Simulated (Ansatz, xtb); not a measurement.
Isomers of H3NPS− in order of energy

3 gas-phase structures of H3NPS−, found in a search over its isomers (lower ones may exist). Each was relaxed with GFN2-xTB; where two conformers were screened, the lower at r2SCAN-D4/def2-SVPD//GFN2-xTB is listed:

A. `[NH-]PS`, a singlet
B. `NP[S-]`, a singlet
C. `[NH-][PH2+][S-]`, a singlet

Question: Make a reasoned guess at their ranking by r2SCAN-D4/def2-SVPD//GFN2-xTB single-point energy.

Answer: Calculated order at r2SCAN-D4/def2-SVPD//GFN2-xTB: B (0.0), C (48.1), A (102.8) kJ/mol.

Energies above the lowest of each column, in kJ/mol; the last columns are at r2SCAN-D4/def2-SVPD geometries and were run for some of them only (a dash: not run or not comparable):

| structure | GFN2-xTB | HF/STO-3G | r2SCAN-D4/def2-SVPD//GFN2-xTB | r2SCAN-D4/def2-SVPD | CCSD(T)/def2-SVPD + ΔMP2/def2-TZVPPD |
| --- | --- | --- | --- | --- | --- |
| B | 14.1 | 0.0 | 0.0 | 0.0 | 0.0 |
| C | 0.0 | 264.0 | 48.1 | 47.4 | 34.6 |
| A | 94.8 | 136.6 | 102.8 | – | – |

CCSD(T)/def2-SVPD + ΔMP2/def2-TZVPPD puts B lowest of those it was run on; GFN2-xTB picks C. Some further structures that were screened fall inside this span and aren't listed. Flexible structures stand in one conformer each, not always the lowest. Frequencies (r2SCAN-D4/def2-SVPD) were run for B, C alone. The ΔMP2 step shifts differences by up to 25.1 kJ/mol, which makes them less sure. ΔMP2 is the change of the MP2 energy from the smaller to the larger basis.

Programs: Ansatz 0.2.0, xtb 6.7.1.
